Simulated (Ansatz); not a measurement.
The first iterations of a band of BH3O + H2 (7 atoms, charge 0, multiplicity 1).

Theory: Ansatz, RKS PBE/def2-TZVP.

- movable images: 9
- climbing image: yes
- spring: 5.0 eV/Å²
- optimiser: quadratic models (default)
- start path: through a guess of the saddle point
- force threshold: 0.05 eV/Å
- iteration limit: 60
- end points: relaxed

First end point:

```xyz
7
Properties=species:S:1:pos:R:3
B 0.212 0.420 -0.890
O 1.105 -0.579 -0.657
H -0.752 0.133 -1.548
H 0.401 1.530 -0.452
H -1.204 -0.887 1.695
H -1.626 -0.330 1.974
H 1.864 -0.288 -0.123
```

Last end point:

```xyz
7
Properties=species:S:1:pos:R:3
B -0.415 0.544 -0.226
O 0.678 -0.756 -0.016
H -1.166 0.099 -1.064
H 0.325 1.428 -0.594
H 0.169 -1.511 0.335
H -0.896 0.693 0.880
H 1.305 -0.497 0.684
```

| iteration | highest image above the first end (eV) | largest band force component (eV/Å) |
| --- | --- | --- |
| 1 | 1.829 | 3.656 |
| 2 | 1.594 | 2.627 |
| 3 | 1.805 | 9.483 |
| 4 | 1.457 | 4.635 |

Problem. Does the band converge within its limit, and where does its top end?

Solution. The forces met the threshold. It ended after 12 iterations with the highest image 1.416 eV above the first end. A vibrational analysis at the climbing image gives one clearly imaginary mode, 1173i cm⁻¹: a first-order saddle point. The orbitals stay closed-shell, which can raise the energy where a bond breaks towards radicals; this wasn't checked here.

The run took 61 s on 2 threads of AMD EPYC 7R43 64-Core Processor (Zen 3) (shared host), peak memory 0.14 GiB.
